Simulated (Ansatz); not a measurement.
Born–Oppenheimer molecular dynamics of CMgN (3 atoms, charge 0, multiplicity 2). It starts from a relaxed structure.

All numbers below come from UKS B3LYP-D4/def2-SVP in Ansatz.

```json
{
  "ensemble": "NVE (velocity Verlet)",
  "time step": "2 fs",
  "steps asked": "150",
  "starting velocities drawn for": "1500 K",
  "seed": "345923"
}
```

First frame:

```xyz
3
Properties=species:S:1:pos:R:3
N -0.652 1.304 -0.212
C -0.137 0.271 -0.045
Mg 0.789 -1.575 0.257
```

**Question.** What does the run give?

**Answer.** The run went to its last step.

- steps done: 150
- time covered: 300 fs
- mean temperature over the second half: 756 K
- spread of the potential energy over the second half: 19.0 meV per atom
- mean potential energy of the second half above the start: 32.6 meV per atom

The conserved energy stayed within 1.2 meV per atom of its start (net change 0.35 meV per atom), so the integration is sound. The temperature averaged 0.50 of the 1500 K drawn at the start: a run that starts near a minimum puts about half its kinetic energy into the potential. A run of 0.3 ps of so small a system gives no equilibrium averages.

**Question.** What happens to the structure?

**Answer.** The same pairs are bonded in the first frame and the last. Pairs count as bonded within 1.25 times the sum of covalent radii (0.12 Å more for H–H). Another seed would give other details.

**Question.** How do temperature and energy run in time?

**Answer.** 
```
time (fs)  T (K)  potential energy less start (eV)  conserved less start (meV/atom)
      0.0   1500                             0.000                             0.00
     14.0    636                             0.113                             0.27
     28.0   1042                             0.059                             0.02
     42.0    339                             0.151                             0.28
     56.0    327                             0.153                             0.41
     70.0   1063                             0.057                             0.29
     84.0    699                             0.105                             0.51
     98.0   1463                             0.005                             0.21
    112.0    514                             0.129                             0.60
    126.0    301                             0.158                             0.84
    140.0   1164                             0.045                             0.69
    154.0    119                             0.182                             1.10
    168.0   1241                             0.035                             0.55
    182.0    763                             0.098                             0.89
    196.0    166                             0.176                             1.10
    210.0   1109                             0.053                             0.95
    224.0    743                             0.101                             0.98
    238.0    458                             0.138                             1.08
    252.0    993                             0.068                             0.92
    266.0    117                             0.182                             1.10
    280.0    848                             0.087                             0.84
    294.0   1300                             0.028                             0.63
```

Time of the run: 12 min on 1 thread of AMD EPYC (Zen 3) (shared host), peak memory 0.12 GiB.
